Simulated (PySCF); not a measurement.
Gas-phase reaction: C2H2 (acetylene) + 3 C2H6 ⇌ 2 C4H10 (isobutane)

Method: PySCF energies (xtb for GFN2) plus ideal-gas RRHO corrections (1 bar). 'Table' is the NASA 1993 thermochemical table (part measured, part estimated). † marks an energy on the PBE0/def2-TZVP geometry and frequencies; other levels use their own. CCSD(T) freezes the core. 6-31G* has spherical d functions here. All species are closed-shell singlets. B3LYP is the form with VWN-RPA correlation. CCSD(T) isn't extrapolated to the basis-set limit. The harmonic model lacks anharmonicity and excited electronic states, which grow with temperature; levels with a mode under 35 cm⁻¹ are left out. Internal rotation in C2H6, C4H10 (isobutane) is treated as a harmonic vibration of one conformer, which makes the entropy rough.

```tsv
level	ΔH°(298 K), kJ	minus table	ΔG°(1400 K), kJ
table	-246.6	-	160.3
B3LYP/6-31G*	-243.5	3.1	168.9
CCSD(T)/def2-SVP†	-261.3	-14.7	147.2
GFN2-xTB	-291.4	-44.8	114.7
HF/6-31G*	-223.8	22.8	190.1
LDA/def2-TZVP†	-341.5	-94.9	66.9
ωB97X-V/def2-TZVP†	-270.5	-23.9	137.9
```
